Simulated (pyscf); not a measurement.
Thermochemistry of product channels of Cl–GaH₂ + NH₃ on the singlet surface, in kcal/mol, from ωB97M-D3(BJ)/def2-TZVP energies (ideal gas, 1 atm, RRHO with modes under 100 cm⁻¹ raised to 100, one conformer, R ln 2 for chiral ones without a mode under 150 cm⁻¹). Optimised with ωB97X-D3(BJ)/def2-SVP in PySCF.

```json
[
 {"products": "HCl + H₂N–GaH₂", "ΔE": "…", "ΔH(298 K)": "+17.0", "ΔG(298 K)": "+17.5", "ΔG(1200 K)": "+17.4"},
 {"products": "H₂N–GaH–Cl + H₂", "ΔE": "-5.9", "ΔH(298 K)": "-8.6", "ΔG(298 K)": "-7.2", "ΔG(1200 K)": "…"}
]
```

Task: Fill in the missing entries.

Result: 
- HCl + H₂N–GaH₂, ΔE: +19.0
- H₂N–GaH–Cl + H₂, ΔG(1200 K): -6.2

These are energies of the channels, which say nothing of barriers. Elements up to Kr have no core potential and no relativistic terms here.
